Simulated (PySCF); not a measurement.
**Do core-level shifts follow atomic charges?**

Species: 2-propyne-1-thiol, C₃H₄S.
Cartesian coordinates in Å at the GFN2-xTB level; atoms count from 1:
```xyz
8
C3H4S angstrom
C      1.8350    0.4149   -0.0555
C      0.7621   -0.1141   -0.0075
C     -0.5628   -0.6717    0.0347
S     -1.8206    0.5257   -0.5893
H      2.7914    0.8433   -0.0926
H     -0.8420   -0.9554    1.0510
H     -0.6434   -1.5353   -0.6268
H     -1.5106    1.5019    0.2615
```

Binding energies: delta-SCF UKS SCAN, pcX-2 on the ionised atom, pcseg-1 elsewhere, spin-free X2C in PySCF 2.14.0. Charges: PBE0/pcSseg-1 ground-state density, for the ionised atom.

```tsv
atom	environment	C 1s (eV)	Mulliken (e)	IAO (e)	Hirshfeld (e)	ESP (e)
C1	terminal alkyne carbon	290.36	-0.312	-0.237	-0.114	-0.519
C2	alkyne carbon	290.94	+0.152	-0.032	-0.051	+0.121
C3	sp3 carbon bound to sulfur	292.37	-0.295	-0.345	-0.053	-0.237
```

Question: Give the correlation coefficient and slope of binding energy on charge for each scheme.

Answer: Hirshfeld: r = 0.70, slope 20.2 eV per e; ESP: r = 0.21, slope 0.7 eV per e; Mulliken: r = -0.21, slope -0.8 eV per e; IAO: r = -0.55, slope -3.6 eV per e. Hirshfeld charges have the highest r, on only 3 points.

Question: The point-charge model writes a binding energy as kq + V + constant, with V the potential of the other atoms' charges at the site. What does it give with the ESP charges?

Answer: V = Σ 14.40 eV Å × q/r over all other atoms: +6.22 eV at C1, -4.34 eV at C2, +3.56 eV at C3. Fitting binding energy − V to q gives k = 17.4 eV per e and leaves an rms residual of 0.11 eV, against 0.82 eV for the fit on q alone. The model has no term for differences in relaxation between sites.

Spin contamination (⟨S²⟩ against 0.75 for a pure doublet) is marked for C 1s of C2 (0.86), which makes this value less certain. Isolated species at its GFN2-xTB geometry (one conformer only).
